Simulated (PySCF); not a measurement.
# C3H7NO: the cost of one run

The runs use PySCF 2.14.0, with density-fitted response routines of our own; the level of theory stands in each step. All values are computed, except where a source is named. Atoms are numbered from 0 throughout.

### Step 1. Starting geometry

12 atoms, charge 0, multiplicity 1; geometry from: GFN2-xTB.

Bonds of the start (Å): C0–N1 1.44, N1–C2 1.44, N1–C3 1.34, C3–O4 1.21, C0–H5 1.09, C0–H6 1.09, C0–H7 1.09, C2–H8 1.10, C2–H9 1.09, C2–H10 1.09, C3–H11 1.11.

### Step 2. Relaxing the molecule at PBE0-D3(BJ)/def2-SVP

Job settings and geometry (Å):

```
{"job": {"xc": "PBE0", "basis": "def2-SVP", "d3": "d3bj", "grid": 1, "kind": "geom"}, "charge": 0, "multiplicity": 1}
C     -0.661230    -1.258920    -0.490820
N      0.302550    -0.292680    -0.021320
C      1.656960    -0.752590     0.120990
C     -0.082210     0.963390     0.256510
O     -1.206750     1.391450     0.151020
H     -0.379660    -1.630420    -1.477690
H     -0.725090    -2.102240     0.201970
H     -1.628350    -0.763310    -0.550950
H      1.699930    -1.579430     0.845230
H      2.044510    -1.108770    -0.830290
H      2.286480     0.056340     0.486220
H      0.761470     1.589290     0.603970
```

Q: Estimate the wall time of this first job on 4 threads of Arm Neoverse V1, shared host.

About 18 s.
